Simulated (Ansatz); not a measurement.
An Ansatz input:

```yaml
crystal:
  lattice:
    - [0.0, 1.9589273114, 1.9589273114]
    - [1.9589273114, 0.0, 1.9589273114]
    - [1.9589273114, 1.9589273114, 0.0]
  atoms:
    - { symbol: Pt, position: [0.0, 0.0, 0.0], spin: 1.0, spin_axis: [0, 0, 1] }
hamiltonian:
  xc: pbesol
  pseudopotentials:
    kind: paw_fr
    azcp:
      Pt: "pseudopotentials/Pt.paw.azcp"
basis:
  ecutwfc: 420
  fft_grid_basis: typed
kpoints:
  mp_grid: { grid: [14, 14, 14], shift: [0, 0, 0] }
magnetization:
  noncollinear: true
  spin_orbit: true
scf:
  occupations: { method: fermi_dirac, width: 0.05 }
```

Terminal output

```
Warning: the record states the generating functional pbe (its physics header spells it `PBE`), which answers neither for hamiltonian.xc's functional nor for the pbesol family's — results may be inconsistent (PPs are generated against a specific XC)
Engine: ansatz 0.2.0, x86_64-unknown-linux-gnu
Pseudopotentials: kind: paw_fr
Pseudopotential: Pt, paw_fr, valence charge 18, recommended cutoff 420 eV (normal) 
Functional definition: PBEsol
  exchange = pbesol_x
  correlation = pbesol_c
Crystal: 1 atoms, lattice volume = 15.034 Å³
Basis set: ecut = 420 eV, 283 PW (Γ)
Bands: 26, of which v1, the nominal top of the filled ones, is band 18 counted from 1 (17 counted from 0)
Symmetry: 8 space group operations + 8 with time reversal
Magnetic group: BNS 139.537 (UNI 1197), of the structure as read, at distance tolerance 2.5e-5 Å
k-points: 244 of 2744 (time reversal used)
Projection manifold: j_resolved (fully-relativistic pseudo-atomic orbitals)
Non-local potential: Pt, projectors of the file, l = 0: 3, l = 1: 4, l = 2: 4, l = 3: 2
PAW form: soft (Blöchl's): semilocal exchange-correlation on the pseudo side does not see the compensation charge
PAW frozen core: Pt, regenerated for the run's functional, and the local potential with it (the file was generated under x = pbe(κ = 0.804, μ = 0.2195149727645171), c = pbe(β = 0.06672455060314922))
PAW one-centre angular grid: Pt, 590 points (default); XC on 64 Gauss nodes
Initial density: superposition of atomic densities (chi_scale 0.1, normalization cell)
Starting moments: Σ|m| = 1 μB on 1 of 1 site
Initial wavefunctions: pseudopotential atomic-orbital guess
Functional: x = pbesol(κ = 0.804, μ = 0.12345679012345678), c = pbesol(β = 0.046)
SCF iter   1: F=—  HF=-12418.137004 eV  |F-HF|=—  |Δ(HF+E_count)|=         —  Δρ=9.30e-2  dr2=1.24e0  dr2_m=2.28e-1  ethr=3.10e-3  |M|=3.93e-1 ∫|m|=3.99e-1 μB  |m|>n=0.0e0 m-floor=0.0e0 τ_xc=0.0e0 mc-row=0.0e0  β_m=0.30  ⟨swp⟩=6.1  Hψ=29796  notcnv=0  defer=42
SCF iter   2: F=—  HF=-12417.931784 eV  |F-HF|=—  |Δ(HF+E_count)|=   2.05e-1  Δρ=6.34e-2  dr2=5.64e-1  dr2_m=1.31e-1  ethr=3.10e-3  |M|=3.48e-1 ∫|m|=3.57e-1 μB  |m|>n=0.0e0 m-floor=0.0e0 τ_xc=5.9e-5 mc-row=0.0e0  β_m=0.30  ⟨swp⟩=2.0  Hψ=9411  notcnv=0  defer=646
SCF iter   3: F=—  HF=-12417.758071 eV  |F-HF|=—  |Δ(HF+E_count)|=   1.74e-1  Δρ=4.57e-2  dr2=9.42e-3  dr2_m=7.21e-2  ethr=3.10e-3  |M|=3.18e-1 ∫|m|=3.30e-1 μB  |m|>n=0.0e0 m-floor=0.0e0 τ_xc=8.1e-5 mc-row=0.0e0  β_m=0.30  ⟨swp⟩=2.0  Hψ=9316  notcnv=0  defer=646
SCF iter   4: F=—  HF=-12417.771362 eV  |F-HF|=—  |Δ(HF+E_count)|=   1.33e-2  Δρ=3.61e-2  dr2=2.18e-3  dr2_m=4.49e-2  ethr=5.23e-5  |M|=2.84e-1 ∫|m|=2.96e-1 μB  |m|>n=0.0e0 m-floor=0.0e0 τ_xc=8.8e-5 mc-row=0.0e0  β_m=0.30  ⟨swp⟩=2.3  Hψ=10528  notcnv=0  defer=651
SCF iter   5: F=—  HF=-12417.778998 eV  |F-HF|=—  |Δ(HF+E_count)|=   7.64e-3  Δρ=2.89e-2  dr2=1.15e-5  dr2_m=2.88e-2  ethr=1.21e-5  |M|=2.53e-1 ∫|m|=2.66e-1 μB  |m|>n=0.0e0 m-floor=0.0e0 τ_xc=8.6e-5 mc-row=0.0e0  β_m=0.30  ⟨swp⟩=2.5  Hψ=9540  notcnv=0  defer=651
SCF iter   6: F=—  HF=-12417.782963 eV  |F-HF|=—  |Δ(HF+E_count)|=   3.97e-3  Δρ=2.36e-2  dr2=6.21e-6  dr2_m=1.92e-2  ethr=6.38e-8  |M|=2.26e-1 ∫|m|=2.38e-1 μB  |m|>n=0.0e0 m-floor=0.0e0 τ_xc=7.9e-5 mc-row=0.0e0  β_m=0.30  ⟨swp⟩=2.0  Hψ=10218  notcnv=0  defer=651
SCF iter   7: F=—  HF=-12417.785718 eV  |F-HF|=—  |Δ(HF+E_count)|=   2.76e-3  Δρ=1.96e-2  dr2=5.90e-6  dr2_m=1.33e-2  ethr=3.45e-8  |M|=2.01e-1 ∫|m|=2.12e-1 μB  |m|>n=0.0e0 m-floor=0.0e0 τ_xc=7.0e-5 mc-row=0.0e0  β_m=0.30  ⟨swp⟩=2.0  Hψ=10195  notcnv=0  defer=651
SCF iter   8: F=—  HF=-12417.787705 eV  |F-HF|=—  |Δ(HF+E_count)|=   1.99e-3  Δρ=1.65e-2  dr2=4.51e-7  dr2_m=9.38e-3  ethr=3.28e-8  |M|=1.79e-1 ∫|m|=1.90e-1 μB  |m|>n=0.0e0 m-floor=0.0e0 τ_xc=6.1e-5 mc-row=0.0e0  β_m=0.30  ⟨swp⟩=2.0  Hψ=10235  notcnv=0  defer=651
Mixer restart at iter 8: flushing history
spin-set hold released at iteration 8 (site moments contracting): the magnetisation degrees of freedom join the quasi-Newton model from the next iteration; the mixer history was flushed
SCF iter   9: F=—  HF=-12417.789171 eV  |F-HF|=—  |Δ(HF+E_count)|=   1.47e-3  Δρ=1.40e-2  dr2=9.64e-7  dr2_m=6.77e-3  ethr=5.56e-10  |M|=1.59e-1 ∫|m|=1.70e-1 μB  |m|>n=0.0e0 m-floor=0.0e0 τ_xc=5.2e-5 mc-row=0.0e0  β_m=0.40  ⟨swp⟩=3.3  Hψ=16315  notcnv=0
SCF iter  10: F=—  HF=-12417.792759 eV  |F-HF|=—  |Δ(HF+E_count)|=   3.59e-3  Δρ=6.55e-3  dr2=1.66e-7  dr2_m=1.48e-3  ethr=2.51e-9  |M|=8.85e-2 ∫|m|=9.51e-2 μB  |m|>n=0.0e0 m-floor=0.0e0 τ_xc=2.0e-5 mc-row=0.0e0  β_m=0.82  ⟨swp⟩=3.0  Hψ=14742  notcnv=0  defer=655
SCF iter  11: F=—  HF=-12417.794139 eV  |F-HF|=—  |Δ(HF+E_count)|=   1.38e-3  Δρ=9.46e-4  dr2=1.04e-6  dr2_m=3.09e-5  ethr=5.56e-10  |M|=1.53e-2 ∫|m|=1.68e-2 μB  |m|>n=0.0e0 m-floor=0.0e0 τ_xc=9.9e-7 mc-row=0.0e0  β_m=0.91  ⟨swp⟩=4.0  Hψ=19659  notcnv=0
SCF iter  12: F=—  HF=-12417.794183 eV  |F-HF|=—  |Δ(HF+E_count)|=   4.40e-5  Δρ=1.21e-4  dr2=2.09e-6  dr2_m=1.73e-8  ethr=9.22e-10  |M|=7.44e-5 ∫|m|=7.86e-5 μB  |m|>n=0.0e0 m-floor=0.0e0 τ_xc=2.0e-9 mc-row=0.0e0  β_m=0.74  ⟨swp⟩=3.5  Hψ=15941  notcnv=0  defer=662
SCF iter  13: F=—  HF=-12417.794183 eV  |F-HF|=—  |Δ(HF+E_count)|=   7.16e-7  Δρ=2.17e-5  dr2=6.31e-8  dr2_m=1.70e-8  ethr=5.56e-10  |M|=1.23e-4 ∫|m|=1.24e-4 μB  |m|>n=0.0e0 m-floor=0.0e0 τ_xc=1.6e-9 mc-row=0.0e0  β_m=0.71  ⟨swp⟩=1.0  Hψ=17516  notcnv=0
SCF iter  14: F=—  HF=-12417.794183 eV  |F-HF|=—  |Δ(HF+E_count)|=   2.97e-9  Δρ=6.46e-6  dr2=5.83e-10  dr2_m=1.55e-9  ethr=3.50e-10  |M|=1.54e-5 ∫|m|=2.07e-5 μB  |m|>n=0.0e0 m-floor=0.0e0 τ_xc=1.8e-10 mc-row=0.0e0  β_m=0.85  ⟨swp⟩=2.0  Hψ=11732  notcnv=0
SCF iter  15: F=-12417.794183 eV  HF=-12417.794183 eV  |F-HF|=1.09e-11  |Δ(HF+E_count)|=   2.04e-9  Δρ=6.16e-7  dr2=2.11e-12  dr2_m=1.55e-11  ethr=3.24e-12  |M|=2.77e-6 ∫|m|=3.99e-6 μB  |m|>n=0.0e0 m-floor=0.0e0 τ_xc=1.7e-13 mc-row=0.0e0  ⟨swp⟩=3.0  Hψ=13314  notcnv=0
WARN: the starting moments were not kept: the SCF closed with an absolute magnetisation of 3.9e-6 μB, where they sum to 1 μB in size (1 site). That is at most 0.1 of that sum. Measured as dr2_m measures the in/out step, that magnetisation stands 7.4e-12 eV from none, at or under the dr2_threshold of 1.0e-7 eV: it is no larger than a step whose dr2_m would equal this threshold. The system may hold no moment; this SCF shows only that its start led to no more than that. To try another start: raise the starting moments (crystal.atoms[].spin, magnetization.per_species, magnetization.initial_magnetization, or on a non-collinear deck that types none of these the spinor_matrix: blocks that start its atoms; where the total moment is fixed, keep their sum and leave initial_magnetization as it is; typed ones take the place of any that the run laid by itself, positive ones on a crystal's lanthanoids without a Hubbard term where scf.initial_density.shell_occupations: [] is typed) or, if the notice of its spin-set hold's release reads "site moments contracting" or "site moments show no strong build", lengthen the hold (scf.mixing.spin_hold: { on: { confirm: 4 } }; for m-r²SCAN on two components see the key's manual first). Each may lead to a state that holds a moment. A second SCF, from the converged charge density, with the starting moments and any scf.initial_density.shell_occupations laid on it anew, would have followed, and was not run: the deck does not ask for one (magnetization.retry_lost_moments is false, the default). To let it run, set magnetization.retry_lost_moments: true and run the deck again, where that key's refused combinations let it; where memory then withholds it, that run's warning says so.
SCF 1 converged in 15 iterations: F = -12417.794183 eV  dr2 = 2.11e-12
SCF converged after 15 iterations
Magnetization: |M| = 0.0000 μB,  M = (+0.0000, +0.0000, +0.0000) μB
Absolute magnetization: 0.0000 μB (∫|m|, with the PAW one-centre terms)
  site 0: m = (+0.0000, -0.0000, +0.0000) μB, |m| = 0.0000 μB  (R = 1.14 Å)
Free energy (F): -12417.794183 eV
Harris-Foulkes:  -12417.794183 eV  (|F-HF|=1.09e-11)
Internal energy: -12417.779010 eV  (E = F + TS)
E sigma→0 (E₀):  -12417.786596 eV
Entropy (-TS):   -0.015173 eV (-15.173 meV/atom)
Fermi energy:    23.391938 eV
--- Per-component energies (eV) ---
  E_band       = -135.645154
  E_kinetic    = 637.702962
  E_local      = -1453.199389  (includes V_loc(G=0)·N_el)
  E_nonlocal   = 191.110130
  E_hartree    = 538.740522
  E_xc         = -260.610741
  E_vxc        = -302.819547  (∫ρ·V_xc dr)
  E_paw        = -9341.927269  (= ΣΔE_a)
  E_vpaw       = -285.920500  (= ΣTr[D̂ρ^β])
  E_aug_tail   = 0.000166  (compensation charges beyond the density's cutoff)
  E_ewald      = -2729.887644
  E_core_change = 0.292253  (= ΣΔE_core)
  E_smearing   = -0.015173  (= −TS)
  E_closure    = -0.000000  (closes the sum)
  Σ components = -12417.794183   (vs F -12417.794183, Δ=0.00e0)
```
